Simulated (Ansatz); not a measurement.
`CC[C]=O`, charge 0, multiplicity 2.

Give a relaxed structure at PBE0-D4/def2-TZVP (Ansatz). (Best estimate.)

Ansatz gave: 
Z-matrix (Å, degrees):
```
C
C 1 1.518
H 1 1.091 2 110.9
H 1 1.091 2 110.4 3 120.2
H 1 1.092 2 111.1 3 -120.0
C 2 1.506 1 113.0 3 56.8
H 2 1.096 1 112.5 3 180.0
H 2 1.096 1 110.4 3 -60.0
O 6 1.175 2 129.1 1 144.8
```
This is one stationary point; other conformers may exist.
